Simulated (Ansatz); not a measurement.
System (SMILES): [H][H] (H2).
Atoms: H1, H2. Bonds: H1-H2.

Basis-set convergence of the highest harmonic wavenumber at B3LYP with Ansatz (an electronic-structure program). Each level at its own minimum, finite differences of forces, unscaled; the reference is a large set that could be run, not a limit. All functions are spherical. The program fits the integrals of some runs and decomposes those of others, by size. No added dispersion term, no relativity. Reference: the value in aug-cc-pV5Z, 4416 cm⁻¹. Deviations are taken from unrounded values.

```
basis        functions  highest harmonic wavenumber (cm⁻¹)
-----------  ---------  ----------------------------------
cc-pVDZ             10                                4368
aug-cc-pVDZ         18                                4356
def2-SVP            10                                4371
def2-SVPD           16                                4368
pcseg-1             10                                4403
aug-pcseg-1         18                                4398
def2-TZVP           12                                4422
def2-TZVPD          18                                4421
def2-TZVPP          28                                4419
def2-TZVPPD         34                                4419
pcseg-2             28                                4417
aug-pcseg-2         46                                4418
cc-pVQZ             60                                4415
aug-cc-pVQZ         92                                4415
def2-QZVPP          60                                4416
def2-QZVPPD         66                                4416
pcseg-3             66                                4415
aug-pcseg-3         98                                4415
cc-pV5Z            110                                4416
aug-cc-pV5Z        160                                4416
```

What the diffuse functions change, pair by pair:
- cc-pVDZ to aug-cc-pVDZ: 8 more functions, deviation -48 to -60 cm⁻¹
- def2-SVP to def2-SVPD: 6 more functions, deviation -45 to -49 cm⁻¹
- pcseg-1 to aug-pcseg-1: 8 more functions, deviation -13 to -18 cm⁻¹
- def2-TZVP to def2-TZVPD: 6 more functions, deviation 6 to 5 cm⁻¹
- def2-TZVPP to def2-TZVPPD: 6 more functions, deviation 3 to 3 cm⁻¹
- pcseg-2 to aug-pcseg-2: 18 more functions, deviation 1 to 2 cm⁻¹
- cc-pVQZ to aug-cc-pVQZ: 32 more functions, deviation -1 to -1 cm⁻¹
- def2-QZVPP to def2-QZVPPD: 6 more functions, deviation 0 to 0 cm⁻¹
- pcseg-3 to aug-pcseg-3: 32 more functions, deviation -1 to -1 cm⁻¹
- cc-pV5Z to aug-cc-pV5Z: 50 more functions, deviation 0 to 0 cm⁻¹

Leaving out the reference's own pair, they bring the value nearer the reference by more than 1 cm⁻¹ in 1 of 9 pairs.
